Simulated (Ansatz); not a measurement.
# Scan of the C1–H4 bond length

C2H6 (SMILES CC), singlet, at its PBE0-D4/def2-TZVP minimum:

```tsv
atom	x (Å)	y (Å)	z (Å)
C1	-0.3268	0.1322	-0.6725
C2	0.3268	-0.1322	0.6725
H3	0.0705	-0.5296	-1.4459
H4	-1.4071	-0.0257	-0.6290
H5	-0.1586	1.1602	-1.0024
H6	-0.0704	0.5296	1.4459
H7	1.4071	0.0256	0.6289
H8	0.1585	-1.1601	1.0025
```

The bond length C1–H4 (1.093 Å at the minimum) is set to the values below, with the rest relaxed at PBE0-D4/def2-TZVP at each step. Each method's energies count from its own value at the PBE0-D4 minimum structure. Computed with Ansatz 0.2.0 (basis: def2-TZVPP); correlated methods freeze the cores.

CCSD(T) energies along the scan:
```json
{"bond length (Å)": "0.940", "CCSD(T) (kcal/mol)": "11.81"}
{"bond length (Å)": "0.972", "CCSD(T) (kcal/mol)": "6.86"}
{"bond length (Å)": "1.019", "CCSD(T) (kcal/mol)": "2.29"}
{"bond length (Å)": "1.074", "CCSD(T) (kcal/mol)": "0.12"}
{"bond length (Å)": "1.135", "CCSD(T) (kcal/mol)": "0.64"}
{"bond length (Å)": "1.201", "CCSD(T) (kcal/mol)": "3.63"}
{"bond length (Å)": "1.270", "CCSD(T) (kcal/mol)": "8.53"}
{"bond length (Å)": "1.344", "CCSD(T) (kcal/mol)": "15.00"}
{"bond length (Å)": "1.420", "CCSD(T) (kcal/mol)": "22.36"}
```
They count from the CCSD(T) energy at the PBE0-D4 minimum.

Minimum and curvature along this coordinate at CCSD(T): A fifth-order fit through the nearest points gives 1.092 Å, with a curvature of about 32 eV/Å².

Largest difference from the CCSD(T) curve over the scan: PBE-D4 1.89; r2SCAN-D4 0.15; PBE0-D4 0.24; wB97M-V 0.65 kcal/mol. Each curve counts from its own value at the minimum.

No T1 diagnostic of these runs exceeds 0.010.

For scale, one of the runs: CCSD(T)/def2-TZVPP, 146 basis functions (an equivalent command: `ansatz run in.yaml --threads 2`). Time: 14 s of wall clock on 2 CPU threads; the host was shared. Peak host memory: 0.9 GiB.
